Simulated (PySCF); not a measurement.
B3LYP has the VWN-RPA correlation part, as in Gaussian. Delta-SCF ions had no search for a lower state. 

Z-matrix (Å, degrees):
```
Si
H 1 1.4803
H 1 1.4803 2 109.47
H 1 1.4803 2 109.47 3 120.00
H 1 1.4803 2 109.47 4 120.00
```
Charge 0, multiplicity 1.

Problem. Give the LUMO, vertical ionisation energy (Delta-SCF), HOMO–LUMO gap, HOMO and dipole moment at the level B3LYP-D3(BJ)/def2-TZVP in PySCF.

Solution. 
```yaml
LUMO: 0.85 eV
vertical ionisation energy (Delta-SCF): 12.48 eV
HOMO–LUMO gap: 10.52 eV
HOMO: -9.67 eV
dipole_moment: 0.00 D
```
